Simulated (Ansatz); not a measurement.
# Voigt–Reuss–Hill shear modulus of zinc-blende GaP at several levels of theory

No measured value is used here.

| level (code) | value (GPa) | cell (Å³/atom) |
|---|---|---|
| LDA (Ansatz) | 56.0 | 19.59 |
| PBE (Ansatz) | ___ | 20.87 |
| r²SCAN (Ansatz) | 57.9 | 20.25 |
| B3LYP (VWN-RPA form) (Ansatz) | 56.3 | 21.15 |
| HSE06 (Ansatz) | ___ | 20.40 |
| LC-ωPBE (Ansatz) | 66.9 | 19.47 |
| PBE0 (Ansatz) | 57.7 | 20.35 |
| r²SCAN0 (Ansatz) | 61.4 | 20.05 |
| r²SCANh (Ansatz) | ___ | 20.17 |
| Hartree–Fock (Ansatz) | 67.1 | 21.35 |

Question: Fill in the missing entries.

Answer: 
- PBE (Ansatz, a first-principles code), value (GPa): 51.3
- HSE06 (Ansatz), value (GPa): 57.0
- r²SCANh (Ansatz), value (GPa): 59.4

Each level is taken at its own relaxed cell. Cutoffs and k meshes differ between the levels. Ansatz's density-functional and Hartree–Fock values are scalar-relativistic unless marked +SOC, with PAW data made under PBE.
